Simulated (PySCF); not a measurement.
SH6, singlet: computed properties

All numbers come from PBE0 in PySCF with S def2-TZVP, H def2-TZVP; no relativity; density-fitted integrals.

The structure is a minimum.

```xyz
7
charge 0 multiplicity 1, angstrom
S     0.0000    0.0000    0.0000
H     0.0000    0.0000    1.4123
H     0.0000    0.0000   -1.4123
H     1.4123    0.0000    0.0000
H     0.0000    1.4123    0.0000
H    -1.4123    0.0000    0.0000
H     0.0000   -1.4123    0.0000
```

```
Point group                                                                   : Oh
Bond lengths                                                                  : S–H 1.412 Å (×6)
Bond angles                                                                   : H–S–H 90.0° (×12), H–S–H 180.0° (×3)
Zero-point energy                                                             : 149.6 kJ/mol
Entropy at 298.15 K and 1 bar                                                 : 203.1 J/(mol K)
Highest occupied level                                                        : -6.79 eV
Rotational symmetry number                                                    : 24
Rotational constants                                                          : 2.097, 2.097, 2.097 cm⁻¹
Principal polarisabilities                                                    : 34.2, 34.2, 34.2 bohr³
Lowest empty level                                                            : -0.78 eV
Atomisation energy without zero-point energy                                  : 1208 kJ/mol
Dipole moment                                                                 : 0.00 D
Enthalpy at 298.15 K above 0 K                                                : 10.12 kJ/mol
Heat capacity Cp at 298.15 K                                                  : 37.8 J/(mol K)
Principal quadrupole moments (Buckingham, traceless) about the centre of mass : 0.00, 0.00, 0.00 D Å
```

Harmonic modes (masses in u: S 31.972, H 1.008):
```csv
symmetry,ω (cm⁻¹),"IR (km/mol, summed over degenerate members)",μ (u),type
t2u,1352,0.0,1.01,bend
t1u,1378,292,1.12,bend
t2g,1392,0.0,1.01,bend
eg,2004,0.0,1.01,stretch
t1u,2113,2400,1.06,stretch
a1g,2294,0.0,1.01,stretch
```

In Oh the vibrations span t2u + 2t1u + t2g + eg + a1g. The a1g, eg, t2g, t2u modes carry no infrared intensity, as symmetry demands. With a centre of inversion only u modes can be infrared active and only g modes Raman active.

Charges (e):
```csv
atom,Mulliken,Löwdin,polar tensor,Mayer order to S1
S1,-0.20,0.23,1.78,–
"H2,3,4,5,6,7",0.03,-0.04,-0.30,0.81
```

Mulliken populations on S1: s 5.55, p 9.77, d 0.86, f 0.01.

Counting electrons, sulfur keeps none of its valence electrons outside its bonds, so the VSEPR class is AX6 and the expected shape is octahedral (Oh), as computed.

The final relaxation and frequency run took of the order of 24 core-seconds on a shared host.
